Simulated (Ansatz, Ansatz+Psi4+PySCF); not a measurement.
| atom | x (Å) | y (Å) | z (Å) |
| --- | --- | --- | --- |
| C | 0.0000 | 0.0000 | 0.6050 |
| C | 0.0000 | 0.0000 | -0.6050 |
| H | 0.0000 | 0.0000 | 1.6649 |
| H | 0.0000 | 0.0000 | -1.6649 |

Basis set: cc-pVTZ (spherical functions). Correlated methods keep 2 orbitals frozen. Charge 0, multiplicity 1.

Computed with Ansatz (development build ahead of 0.2.0); each method stands on the lowest determinant of its kind that the runs found. Restricted open shells among the atoms or ions are ROHF, correlated in semicanonical orbitals with singles.

The atomization energy at this shape (free ground-state atoms in the same class of orbitals less the molecule, no zero-point energy) of singlet C2H2:

```csv
method,atomization energy
RHF-MP2,403.39 kcal/mol
```

Question: What does RHF give?

Answer: 298.45 kcal/mol.
